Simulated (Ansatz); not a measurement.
A nudged elastic band was laid between two geometries of CH₄ClSi (7 atoms, charge 0, multiplicity 2).

These are results of Ansatz, UKS B3LYP/def2-SVP, not measurements.

```
movable images  : 9
climbing image  : yes
spring          : 5.0 eV/Å²
optimiser       : quadratic models (default)
start path      : IDPP
force threshold : 0.05 eV/Å
iteration limit : 60
end points      : relaxed
```

Initial state:

```xyz
7
Properties=species:S:1:pos:R:3
C -0.641 0.469 -0.332
Si 1.017 -0.399 -0.088
Cl 0.695 -2.339 0.634
H -0.478 1.498 -0.690
H -1.191 0.512 0.624
H -1.263 -0.064 -1.067
H 1.860 0.322 0.920
```

Final state:

```xyz
7
Properties=species:S:1:pos:R:3
C -0.724 0.418 -0.201
Si 0.535 -0.687 0.667
Cl 1.583 -1.812 -0.757
H -0.213 1.094 -0.909
H -1.261 1.031 0.542
H -1.461 -0.178 -0.761
H 1.539 0.135 1.419
```

Which bonds break or form, and what moves?

No bond is made or broken. The height of Si2 over the plane of its neighbours goes from 0.60 to -0.60 Å. The two ends are copies of one structure, up to a mirror image or an exchange of like atoms.

What energy profile does the band end with?

It converged. The highest image is number 5 of 0 to 10, 0.60 eV above the ends, which have the same energy within 2 meV. A vibrational analysis at the climbing image gives 2 clearly imaginary modes (750i, 74i cm⁻¹): a point of higher order, so a lower path passes nearby.

```
image  path coordinate (Å)  energy (eV)  height of Si2 over the plane of its neighbours (Å)
    0                 0.00         0.00                                                0.60
    1                 0.29         0.01                                                0.60
    2                 0.58         0.02                                                0.59
    3                 0.87         0.05                                                0.53
    4                 1.16         0.26                                                0.32
    5                 1.44         0.60                                                0.00
    6                 1.73         0.26                                               -0.32
    7                 2.02         0.05                                               -0.54
    8                 2.32         0.02                                               -0.59
    9                 2.61         0.01                                               -0.60
   10                 2.90         0.00                                               -0.60
```

What is the geometry of the highest image?


```xyz
7
Properties=species:S:1:pos:R:3:forces:R:3
C -0.722 0.496 -0.246 0.00 0.01 0.00
Si 0.834 -0.361 0.372 -0.01 0.00 0.00
Cl 1.166 -2.322 -0.226 0.00 0.00 0.00
H -0.488 1.389 -0.848 0.00 -0.01 0.00
H -1.383 0.795 0.582 0.00 0.00 0.00
H -1.269 -0.216 -0.884 0.00 0.00 0.00
H 1.863 0.218 1.250 0.00 0.00 0.00
```

The band took 5 iterations and roughly 3 core-minutes.

The run took 3 min on 1 thread of Arm Neoverse V1 (shared host), peak memory 0.17 GiB.
